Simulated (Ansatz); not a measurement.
**CH4Si (singlet): wave-function methods side by side, cc-pVDZ**

An exercise on one series of results from a longer session: the logs are not shown, and one member is left open.

The runs use Ansatz 0.2.0, Gaussian basis; cc-pVDZ, core rule «outside noble gas», up to 6 orbitals frozen.

Plan: UHF; CCSD(T) on RHF; CCSD(T) on UHF; BCCD(T) on RHF; CISD; CCSDT(Q) on RHF; CCSDT(Q) on UHF; CASSCF and MRCISD+Q, 8 electrons in 8 orbitals; CASSCF and NEVPT2, 8 electrons in 8 orbitals.

19 further runs of the same task are left out: 7 that didn't finish, 12 set aside as unsound or not needed.

**The geometry**

The geometry is a PBE0/def2-TZVP stationary point (not a proven minimum).

6 atoms, charge 0, spin multiplicity 1.

Atoms are counted from 1 here; the program's logs count them from 0.

Bond lengths: Si1–C2 1.893 Å, Si1–H3 1.531 Å, C2–H4 1.091 Å, C2–H5 1.098 Å, C2–H6 1.098 Å. Angles: C2–Si1–H3 94.2°, Si1–C2–H4 113.8°, Si1–C2–H5 109.6°, Si1–C2–H6 109.6°, H4–C2–H5 109.0°, H4–C2–H6 109.0°, H5–C2–H6 105.5°.

The first run:

Contents of in.yaml:

```yaml
crystal:
  periodic: [false, false, false]
  atoms:
    - {symbol: Si, position_ang: [0.000000, -0.078870, 0.665530]}
    - {symbol: C, position_ang: [0.000000, 0.038824, -1.223517]}
    - {symbol: H, position_ang: [0.000000, 1.437843, 0.873048]}
    - {symbol: H, position_ang: [0.000000, -0.930054, -1.724242]}
    - {symbol: H, position_ang: [0.873556, 0.613614, -1.556876]}
    - {symbol: H, position_ang: [-0.873557, 0.613614, -1.556876]}
basis:
  gaussian: {orbitals: cc-pVDZ}
magnetization: {spin_polarized: true, initial_magnetization: 0}
hamiltonian: {xc: hf}
output: {orbitals: {seedname: orbitals}}
```

Started as:

```
> ansatz run in.yaml --threads 1 --pin off --events-out ev --progress --plain --max-ram 2393MiB
```

Among the steps run: UHF; CCSD(T) on RHF; CCSD(T) on UHF; BCCD(T) on RHF; CISD; CCSDT(Q) on RHF; CCSDT(Q) on UHF; CASSCF and MRCISD+Q, 8 electrons in 8 orbitals; CASSCF and NEVPT2, 8 electrons in 8 orbitals.

One of the session's tables, all rows but one given; the rest of the session is left out.

```
           method  from RCCSDT(Q) (kcal/mol)
              RHF                    +176.05
              UHF                    +173.89
             RMP2                     +30.19
             CISD                     +20.84
            RCCSD                      +5.33
         RCCSD(T)                          ?
          BCCD(T)                      +0.80
           RCCSDT                      +0.26
        RCCSDT(Q)                          0
  CASSCF frontier                    +124.58
  MRCISD frontier                     +11.49
MRCISD+Q frontier                      +0.49
```

Estimate the missing values for RCCSD(T).

The run gave: from RCCSDT(Q) (kcal/mol): +0.82. In the column «from RCCSDT(Q) (kcal/mol)» it lies between BCCD(T) (+0.80) and RCCSD (+5.33).

Not comparable, so not listed: CCSD(T) on UHF; CASSCF and NEVPT2, 8 electrons in 8 orbitals (they don't share determinant, frozen orbitals or solution with the rows shown, or repeat one).

Caveats from the session: Warnings: restricted reference is unstable; spin contamination. Warnings in the runs' records: passed over end.
